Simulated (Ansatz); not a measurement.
Reaction (SMILES): [SH] (SH) → H atom + S atom
B3LYP-D3(BJ)/def2-TZVP geometries, fixed; electronic energies without zero-point terms.
Largest species:
```xyz
2

S      0.0000     0.0000    -0.0793
H      0.0000     0.0000     1.2681
```
Charge 0, spin multiplicity 2.

Basis-set convergence of the atomisation energy at B3LYP with Ansatz (a quantum-chemistry and plane-wave program). All functions are spherical. The program fits the integrals of some runs and decomposes those of others, by size. Open shells are unrestricted. No added dispersion term, no relativity. Functions are those of the species that has most. Reference: the value in aug-cc-pV(5+d)Z, 88.35 kcal/mol. Deviations are taken from unrounded values.

```json
[
 {"basis": "pcseg-0", "functions": "15"},
 {"basis": "def2-SV(P)", "functions": "20"},
 {"basis": "def2-SVP", "functions": "23"},
 {"basis": "pcseg-1", "functions": "23"},
 {"basis": "cc-pV(D+d)Z", "functions": "28"},
 {"basis": "def2-TZVP", "functions": "43"},
 {"basis": "pcseg-2", "functions": "48"},
 {"basis": "cc-pV(T+d)Z", "functions": "53"},
 {"basis": "def2-TZVPP", "functions": "56"},
 {"basis": "cc-pV(Q+d)Z", "functions": "94"},
 {"basis": "pcseg-3", "functions": "97"},
 {"basis": "def2-QZVPP", "functions": "100"},
 {"basis": "cc-pV(5+d)Z", "functions": "155"},
 {"basis": "pcseg-4", "functions": "166"}
]
```

### Question
Which is the smallest set listed that can be trusted to 1 kcal/mol here, that is, within that of the reference together with its larger relatives (same family, alike in diffuse functions; a set with none to test it counts only in the reference's own line)?

### Answer
The smallest set listed that lies within 1 kcal/mol of the reference with all its larger relatives (same family, alike in diffuse functions; a set with none counts only in the reference's own line) is def2-TZVP (43 functions, -0.72 kcal/mol off). Value minus reference: pcseg-0 -14.59, def2-SV(P) -5.69, def2-SVP -2.19, pcseg-1 -2.88, cc-pV(D+d)Z -1.87, def2-TZVP -0.72, pcseg-2 -0.66, cc-pV(T+d)Z -0.30, def2-TZVPP -0.26, cc-pV(Q+d)Z -0.08, pcseg-3 -0.03, def2-QZVPP -0.12, cc-pV(5+d)Z -0.04, pcseg-4 0.00 kcal/mol.
